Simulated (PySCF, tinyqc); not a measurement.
FCI on RHF in the sto-6g basis, for OH-, spin multiplicity 1, step by step. The basis has no diffuse functions, so it cannot describe the extra electron: this is an exercise in the method, not the real anion. The lowest restricted solution is unstable here: a spin-polarised one lies 0.0173 hartree lower (PySCF). One step of it, computed by the program tinyqc.

Question. FCI: roots. Diagonalise (each vector has its largest component positive (the first on a tie)); all determinants have Ms = 0, so triplets appear too. The lowest singlet root is the correlation energy.

Occupation strings over the orbitals (2 doubly, a alpha, b beta, 0 empty; spin orbitals ordered 1a 1b 2a 2b ...): 222220 2222ab 2a222b a2222b 2222ba 2b222a b2222a 222202 2a22b2 a222b2 222022 220222 2b22a2 202222 ab2222 b222a2 ba2222 022222

H - E(HF) between determinants (hartree), order 222220, 2222ab, 2a222b, a2222b, 2222ba, 2b222a, b2222a, 222202, 2a22b2, a222b2, 222022, 220222, 2b22a2, 202222, ab2222, b222a2, ba2222, 022222:
```
[[0.000000, 0.000000, 0.000000, 0.000000, 0.000000, 0.000000, 0.000000, 0.176347, 0.004415, 0.004105, 0.039241, 0.039241, -0.004415, 0.132274, -0.028800, -0.004105, 0.028800, 0.023255],
 [0.000000, 0.267696, 0.012845, -0.008174, -0.176347, 0.004415, 0.004105, 0.234580, -0.049873, -0.000935, -0.017700, -0.017700, 0.027346, -0.068505, 0.013627, 0.003726, -0.015409, -0.009132],
 [0.000000, 0.012845, 0.828418, 0.040086, 0.004415, -0.132274, -0.028800, 0.049873, 0.066664, -0.004551, -0.013664, -0.013664, -0.068505, 0.022861, -0.002889, -0.015409, 0.008814, -0.007505],
 [0.000000, -0.008174, 0.040086, 19.720022, 0.004105, -0.028800, -0.023255, 0.000935, -0.004551, 0.185737, -0.003405, -0.003405, -0.013627, 0.002889, 0.010268, -0.009132, -0.007505, 0.055271],
 [0.000000, -0.176347, 0.004415, 0.004105, 0.267696, 0.012845, -0.008174, -0.234580, 0.027346, 0.003726, 0.017700, 0.017700, -0.049873, 0.068505, -0.015409, -0.000935, 0.013627, 0.009132],
 [0.000000, 0.004415, -0.132274, -0.028800, 0.012845, 0.828418, 0.040086, -0.049873, -0.068505, -0.015409, 0.013664, 0.013664, 0.066664, -0.022861, 0.008814, -0.004551, -0.002889, 0.007505],
 [0.000000, 0.004105, -0.028800, -0.023255, -0.008174, 0.040086, 19.720022, -0.000935, -0.013627, -0.009132, 0.003405, 0.003405, -0.004551, -0.002889, -0.007505, 0.185737, 0.010268, -0.055271],
 [0.176347, 0.234580, 0.049873, 0.000935, -0.234580, -0.049873, -0.000935, 0.867643, -0.066637, 0.011487, 0.011825, 0.011825, 0.066637, 0.051652, -0.006564, -0.011487, 0.006564, 0.005883],
 [0.004415, -0.049873, 0.066664, -0.004551, 0.027346, -0.068505, -0.013627, -0.066637, 1.018327, 0.048677, 0.017648, 0.017648, -0.051652, 0.024883, 0.002582, -0.006564, 0.010168, 0.010213],
 [0.004105, -0.000935, -0.004551, 0.185737, 0.003726, -0.015409, -0.009132, 0.011487, 0.048677, 19.703540, 0.004053, 0.004053, -0.006564, -0.002582, -0.066209, -0.005883, 0.010213, -0.048410],
 [0.039241, -0.017700, -0.013664, -0.003405, 0.017700, 0.013664, 0.003405, 0.011825, 0.017648, 0.004053, 0.227400, 0.047461, -0.017648, 0.170162, -0.035626, -0.004053, 0.035626, 0.026613],
 [0.039241, -0.017700, -0.013664, -0.003405, 0.017700, 0.013664, 0.003405, 0.011825, 0.017648, 0.004053, 0.047461, 0.227400, -0.017648, 0.170162, -0.035626, -0.004053, 0.035626, 0.026613],
 [-0.004415, 0.027346, -0.068505, -0.013627, -0.049873, 0.066664, -0.004551, 0.066637, -0.051652, -0.006564, -0.017648, -0.017648, 1.018327, -0.024883, 0.010168, 0.048677, 0.002582, -0.010213],
 [0.132274, -0.068505, 0.022861, 0.002889, 0.068505, -0.022861, -0.002889, 0.051652, 0.024883, -0.002582, 0.170162, 0.170162, -0.024883, 1.750055, -0.028864, 0.002582, 0.028864, 0.077880],
 [-0.028800, 0.013627, -0.002889, 0.010268, -0.015409, 0.008814, -0.007505, -0.006564, 0.002582, -0.066209, -0.035626, -0.035626, 0.010168, -0.028864, 20.708582, 0.010213, -0.077880, 0.429440],
 [-0.004105, 0.003726, -0.015409, -0.009132, -0.000935, -0.004551, 0.185737, -0.011487, -0.006564, -0.005883, -0.004053, -0.004053, 0.048677, 0.002582, 0.010213, 19.703540, -0.066209, 0.048410],
 [0.028800, -0.015409, 0.008814, -0.007505, 0.013627, -0.002889, 0.010268, 0.006564, 0.010168, 0.010213, 0.035626, 0.035626, 0.002582, 0.028864, -0.077880, -0.066209, 20.708582, -0.429440],
 [0.023255, -0.009132, -0.007505, 0.055271, 0.009132, 0.007505, -0.055271, 0.005883, 0.010213, -0.048410, 0.026613, 0.026613, -0.010213, 0.077880, 0.429440, 0.048410, -0.429440, 42.976667]]
```

Give: lowest roots of this matrix, relative to E(HF); lowest vectors; <S^2> of these roots; weight of the ground state by excitation level 0, 1, 2, ....

Answer.

lowest roots of this matrix, relative to E(HF) (hartree): [-0.0543, 0.0903, 0.1799, 0.2198, 0.2857, 0.6966, 0.8149, 0.9672]

lowest vectors, order 222220, 2222ab, 2a222b, a2222b, 2222ba, 2b222a, b2222a, 222202, 2a22b2, a222b2, 222022, 220222, 2b22a2, 202222, ab2222, b222a2, ba2222, 022222:
```
[[0.9573, 0.0000, 0.0000, -0.0333],
 [0.0957, 0.7066, 0.0000, 0.3064],
 [0.0107, -0.0201, 0.0000, 0.0415],
 [0.0000, 0.0002, 0.0000, 0.0003],
 [-0.0957, 0.7066, 0.0000, -0.3064],
 [-0.0107, -0.0201, 0.0000, -0.0415],
 [0.0000, 0.0002, 0.0000, -0.0003],
 [-0.2300, 0.0000, 0.0000, -0.2377],
 [-0.0089, 0.0181, 0.0000, -0.0196],
 [0.0000, -0.0002, 0.0000, 0.0000],
 [-0.0714, 0.0000, 0.7071, 0.6086],
 [-0.0714, 0.0000, -0.7071, 0.6086],
 [0.0089, 0.0181, 0.0000, 0.0196],
 [-0.0429, 0.0000, 0.0000, -0.0975],
 [0.0008, 0.0001, 0.0000, 0.0014],
 [0.0000, -0.0002, 0.0000, 0.0000],
 [-0.0008, 0.0001, 0.0000, -0.0014],
 [-0.0003, 0.0000, 0.0000, -0.0004]]
```

<S^2> of these roots: [0.0000, 2.0000, 0.0000, 0.0000, 0.0000, 2.0000, 0.0000, 2.0000]

weight of the ground state by excitation level 0, 1, 2, ...: [0.9164, 0.0185, 0.0651]
